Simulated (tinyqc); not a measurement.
Extended Hueckel theory, for N2+, step by step. The parameters take no account of the charge, which enters only through the electron count. One step of it, computed by the program tinyqc.

Task: Wolfsberg-Helmholz matrix. H_ij = K' S_ij (H_ii + H_jj)/2 for i != j (the diagonal keeps H_ii), with K' = 1.5.

overlap S, lower triangle:
```
            1N 2s    1N 2px    1N 2py     1N 2pz     2N 2s    2N 2px    2N 2py    2N 2pz
1N 2s    1.000000
1N 2px   0.000000  1.000000
1N 2py   0.000000  0.000000  1.000000
1N 2pz   0.000000  0.000000  0.000000   1.000000
2N 2s    0.408090  0.000000  0.000000   0.414307  1.000000
2N 2px   0.000000  0.245620  0.000000   0.000000  0.000000  1.000000
2N 2py   0.000000  0.000000  0.245620   0.000000  0.000000  0.000000  1.000000
2N 2pz  -0.414307  0.000000  0.000000  -0.330763  0.000000  0.000000  0.000000  1.000000
```

diagonal H_ii (eV): 1N 2s -26.000000, 1N 2px -13.400000, 1N 2py -13.400000, 1N 2pz -13.400000, 2N 2s -26.000000, 2N 2px -13.400000, 2N 2py -13.400000, 2N 2pz -13.400000

K = 1.500000

Give: H.

Result:

H (eV), lower triangle:
```
           1N 2s    1N 2px    1N 2py    1N 2pz     2N 2s    2N 2px    2N 2py    2N 2pz
1N 2s   -26.0000
1N 2px    0.0000  -13.4000
1N 2py    0.0000    0.0000  -13.4000
1N 2pz    0.0000    0.0000    0.0000  -13.4000
2N 2s   -15.9155    0.0000    0.0000  -12.2428  -26.0000
2N 2px    0.0000   -4.9370    0.0000    0.0000    0.0000  -13.4000
2N 2py    0.0000    0.0000   -4.9370    0.0000    0.0000    0.0000  -13.4000
2N 2pz   12.2428    0.0000    0.0000    6.6483    0.0000    0.0000    0.0000  -13.4000
```
